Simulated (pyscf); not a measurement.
Structures and frequencies: ωB97X-D3(BJ)/def2-SVP in PySCF. MP2 and CC: frozen core, UHF for open shells. ΔMP2 is the change of the MP2 total energy from the triple- to the quadruple-zeta basis.

Estimate by transition-state theory the rate constant of silane (SiH₄) + methyl (CH₃•) → silyl (SiH₃•) + methane (CH₄) (doublet surface; H–Si broken, C–H formed) at 1200 K, with CCSD(T)/def2-TZVPP + ΔMP2(QZVPP) energies (ideal gas, 1 atm, RRHO with modes under 100 cm⁻¹ raised to 100, one conformer, R ln 2 for rigid chiral ones; no tunnelling).

The electronic barrier is 9.1 kcal/mol and the thermal terms add +28.7, so ΔG‡ = 37.8 kcal/mol. With k_BT/h = 2.50e+13 s⁻¹ and RT = 2.385 kcal/mol, and a volume of 1.64e-19 cm³ per molecule at 1 atm, k = 5.4e-13 cm³ molecule⁻¹ s⁻¹. Wigner's tunnelling factor for 987i cm⁻¹ would be 1.06. A shift of 1 kcal/mol in the barrier changes k by a factor 1.5. This is the saddle that the search found; another between the same sides may lie lower. The angle at the transferred H is 180°. The CCSD(T) − MP2 part came from Ansatz, without density fitting, on the same reference.
